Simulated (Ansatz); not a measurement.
For W (model structure, started from the omega type, P6/mmm, No. 191, 3 atoms in the cell), PBEsol in Ansatz (plane waves, PAW) gives:

| Quantity | Value |
|---|---|
| lattice parameter a | 4.645 Å |
| c axis length | 2.581 Å |

Task: What does PBE-D3(BJ) in Ansatz (plane waves, PAW) give for the same quantities?

Result: 
- lattice constant a: 4.650 Å (rises by 0.1 %)
- lattice parameter c: 2.589 Å (grows by 0.3 %)

Changes are worked out from the printed values.

Unless a cell is named, each level is at its own relaxed cell (PBEsol 16.08, PBE-D3(BJ) 16.16 Å³/atom).

Levels without +SOC leave out spin–orbit coupling, which shifts energies and cells of such heavy elements.

Ansatz's density-functional and Hartree–Fock values are scalar-relativistic unless marked +SOC, with PAW data made under PBE.

A model structure was made by putting elements into a prototype or built by hand; it is no filed structure, need not be a known phase, and can be a saddle point held by its symmetry.

Ansatz is a first-principles code.
